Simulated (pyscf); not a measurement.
CH₄ (SMILES C) + H₃C–AlH–OH (SMILES [CH3][AlH][OH]) -> H₃C–AlH–CH₃ (SMILES [CH3][AlH][CH3]) + H₂O (SMILES O), a four-centre exchange (singlet surface; C–H, Al–O broken, Al–C, H–O formed). PySCF, gas phase, ωB97X-D3(BJ)/def2-SVP geometries. Energies in kcal/mol from the separated reactants.

Small-basis levels: PySCF, no dispersion term, spherical d functions. 

Q: Quick B3LYP/6-31G* single points give ΔE‡ = 37.2 kcal/mol and ΔE = +42.5 kcal/mol. What does ωB97M-D3(BJ)/def2-TZVP give, and how far is the quick result from it?

A: ωB97M-D3(BJ)/def2-TZVP gives ΔE‡ = 33.5 kcal/mol and ΔE = +37.0 kcal/mol. B3LYP/6-31G* lies 3.7 kcal/mol over it in the barrier and 5.5 kcal/mol over it in the reaction energy, so on this step it does not hold to within 3.0 kcal/mol. ωB97M-D3(BJ)/def2-TZVP has limits of its own. On the product side the descent ends in an adduct with a Al–O contact, 20.5 kcal/mol under the separated species and 16.3 kcal/mol under the saddle at ωB97X-D3(BJ)/def2-TZVP. At ωB97M-D3(BJ) the saddle lies under the separated products, which points to a path from their complex (located at ωB97X-D3(BJ) alone), and parting the products costs more than the saddle. What is counted as broken (Al–O) persists as a longer contact in the product adduct; parting that adduct is a step of its own. At the saddle there is also a short Al–H contact that neither side keeps. This is the saddle that the search found; another between the same sides may lie lower.
